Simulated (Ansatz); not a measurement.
C5H12O can be A, `CCCCOC`, or B, `CC(C)C(C)O`.

Calculated with Ansatz (gas phase, PBE0-D4/def2-TZVP geometries, no zero-point term in ΔE). CCSD(T)/CBS adds triple-zeta CCSD(T) − MP2 to the extrapolated MP2 energy (def2 sets, frozen cores). Functionals use def2-TZVPP. B3LYP here is the variant with VWN-RPA as its local correlation; programs differ in this. Each species was taken in one conformer, which may not be the lowest.

Problem. Which isomer does CCSD(T)/CBS put lower? Give the gap. (An estimate is asked.)

Solution. The calculation gave: B, by 14.3 kcal/mol.

Problem. Give E(B) − E(A) in kcal/mol with MP2/def2-TZVPP, LDA (SPW92), CCSD/def2-TZVPP, CCSD(T)/def2-SVP, B2PLYP, PBE-D4, B3LYP. (Best estimate.)

Solution. Computed: MP2/def2-TZVPP -15.2, LDA (SPW92) -14.4, CCSD/def2-TZVPP -13.1, CCSD(T)/def2-SVP -12.7, B2PLYP -11.5, PBE-D4 -12.2, B3LYP -9.5. None reverses the order clearly.

Largest T1 diagnostic: 0.009.

At CCSD(T), def2-SVP lies +1.5 kcal/mol from the extrapolated value and def2-TZVPP +0.6 kcal/mol. The D4 term adds −2.0 kcal/mol with B3LYP and −1.1 kcal/mol with PBE0; it sums over pairs of atoms, weighted by their polarisabilities, and B3LYP, whose exchange is more repulsive, gets the larger term.
